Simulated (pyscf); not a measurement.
Elementary routes open to :HSi–Cl (SMILES [SiH]Cl) [singlet] + NH₃ (SMILES N) in the gas phase (singlet surface):
A. H₂N–SiH₂–Cl (SMILES N[SiH2]Cl) (H–N broken; N–Si, H–Si formed)
B. H₂N–SiH: (SMILES N[SiH]) [singlet] + HCl (SMILES Cl) (Cl–Si, H–N broken; N–Si, Cl–H formed)

PySCF, gas phase, ωB97X-D3(BJ)/def2-SVP geometries. MP2 and CC: frozen core, UHF for open shells. ΔMP2 is the change of the MP2 total energy from the triple- to the quadruple-zeta basis.

Rank the routes by free-energy barrier at 1200 K, lowest first, for CCSD(T)/def2-TZVPP + ΔMP2(QZVPP) energies (ideal gas, 1 atm, RRHO with modes under 100 cm⁻¹ raised to 100, one conformer, R ln 2 for rigid chiral ones).

B (195.5 kJ/mol), A (227.1 kJ/mol)

Route B is the fastest of these, ahead of the next by 31.6 kJ/mol. The most stable products are those of A (ΔG = -80.2 kJ/mol), whose barrier is 31.6 kJ/mol higher: the kinetic and the thermodynamic product differ. At 298 K B is still the fastest. A: On the reactant side the descent ends in an adduct with a N–Si contact, 123.7 kJ/mol under the separated species and 174.0 kJ/mol under the saddle at ωB97X-D3(BJ)/def2-TZVP. B: On the reactant side the descent ends in an adduct with a N–Si contact, 123.7 kJ/mol under the separated species and 142.1 kJ/mol under the saddle at ωB97X-D3(BJ)/def2-TZVP. Only these routes are compared; each barrier is that of the saddle found, and lower ones may exist. The CCSD(T) − MP2 part came from Ansatz, without density fitting, on the same reference.
